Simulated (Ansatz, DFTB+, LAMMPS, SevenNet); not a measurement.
**Elastic constant C12 of α-quartz (SiO2): levels of theory against measurement**

Reference value: 6.99 GPa (measured, 298 K, no zero-point or thermal correction, C14's sign depends on the axes; as tabulated in Xie et al. (2023), arXiv:2212.00284).

Q: What do ionic model matsui1994, DFTB Si–O set cp2k-nonscc-sid, SevenNet-0, PBE, r²SCAN give, and how far is each from the reference?

A: 
| level (code) | value (GPa) | cell (Å³/atom) | difference (%) |
|---|---|---|---|
| ionic model matsui1994 (rigid ions, LAMMPS) | 16.4 | 12.34 | +135 |
| DFTB Si–O set cp2k-nonscc-sid (DFTB+) | 1.01 | 12.29 | -86 |
| SevenNet-0 | -0.86 | 13.37 | -112 |
| PBE (Ansatz) | -1.01 | 13.38 | -114 |
| r²SCAN (Ansatz) | 8.52 | 12.62 | +22 |

The reference is not for a static lattice or low temperature, so close values are not ranked against it. Off by more than 25 %, or 35 % on the side where a correction would as a rule narrow the miss (bounds picked here): ionic model matsui1994 (+135 %), PBE (-114 %), SevenNet-0 (-112 %), DFTB Si–O set cp2k-nonscc-sid (-86 %).

The measured value isn't corrected to a static lattice, so vibrations enter the comparison.  DFTB Si–O set cp2k-nonscc-sid: this tight-binding set is not self-consistent in the charges. Each level is taken at its own relaxed cell. Cutoffs differ between the levels. Ansatz's density-functional and Hartree–Fock values are scalar-relativistic unless marked +SOC, with PAW data made under PBE.

Empirical potentials (ionic model matsui1994) are fitted to chosen data: where that held the value shown, agreement is built in, and what lay outside the fit can be far off. Machine-learned potentials (SevenNet-0) are trained on DFT data: a solid inside that data is no test of them.

Differences are worked out from the printed values.

Ansatz is a first-principles code.
